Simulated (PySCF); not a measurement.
A thermochemical cycle for CH

MP2 in PySCF with def2-SVP on every atom, for the lowest determinant that a PBE0 search found; no spin–orbit coupling. CH, a doublet (π ↑), has De = 3.21 eV to neutral atoms, and CH⁺, a singlet (closed shell), has De = 3.86 eV to H + C⁺.

The adiabatic ionisation energy of CH, between the minima, is 10.49 eV.

Q: Which ionisation energy of the C atom does this level give?

A: IE(C) = IE(molecule) + De(ion) − De(neutral) = 10.49 + 3.86 − 3.21 = 11.14 eV; the measured value is 11.26 eV (NIST ASD).

Correlated steps freeze 1 core orbital. Correlated levels converge slowly with the basis: in double zeta they bind strong bonds too weakly, by up to about 1 eV, and carry superposition errors of some tenths. For an ion De counts to the pair picked by the measured ionisation energies or electron affinities, which need not be the lowest pair at this level. Where the molecule has an RHF reference, its open-shell atoms are computed with UHF. States were picked by a PBE0 search and need not be the measured ground states.
